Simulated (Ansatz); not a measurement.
**SO+ (doublet): wave-function methods side by side, def2-TZVPP**

An exercise on one series of results from a longer session: the logs are not shown, and one member is left open.

Computed with Ansatz 0.2.0, Gaussian basis. Level: def2-TZVPP, core rule «outside noble gas», up to 6 orbitals frozen.

The runs, in order: UHF; ROHF; CCSD(T) on UHF.

## What is computed

The geometry is a PBE0/def2-TZVP stationary point (not a proven minimum).

2 atoms, charge 1, spin multiplicity 2.

Atoms are counted from 1 here; the program's logs count them from 0.

Bond lengths: O1–S2 1.415 Å.

Geometry (Å):

| atom | x (Å) | y (Å) | z (Å) |
| --- | --- | --- | --- |
| O1 | 0.0000 | 0.0000 | 0.0000 |
| S2 | 0.0000 | 0.0000 | 1.4151 |

Set-up of the first run:

Contents of in.yaml:

```yaml
crystal:
  periodic: [false, false, false]
  atoms:
    - {symbol: O, position_ang: [0.000000, 0.000000, 0.000000]}
    - {symbol: S, position_ang: [0.000000, 0.000000, 1.415100]}
basis:
  gaussian: {orbitals: def2-TZVPP}
total_charge: 1
magnetization: {spin_polarized: true, initial_magnetization: 1}
hamiltonian: {xc: hf}
output: {orbitals: {seedname: orbitals}}
```

On the command line:

```
ansatz run in.yaml --threads 1 --pin off --events-out ev --progress --plain --max-ram 4096MiB --backend cpu
```

Among the steps run: UHF; ROHF; CCSD(T) on UHF.

One of the session's tables, all rows but one given; the rest of the session is left out.

```
  method  from UCCSD(T) (kJ/mol)
    ROHF                 +1087.9
     UHF                       ?
    UMP2                  +151.8
   UCCSD                   +53.0
UCCSD(T)                       0
```

Estimate the missing values for UHF.

As computed: from UCCSD(T) (kJ/mol): +1051.2. In the column «from UCCSD(T) (kJ/mol)» it lies between UMP2 (+151.8) and ROHF (+1087.9).

To keep in mind: Warnings: spin contamination; coupled cluster took another determinant than the lowest.
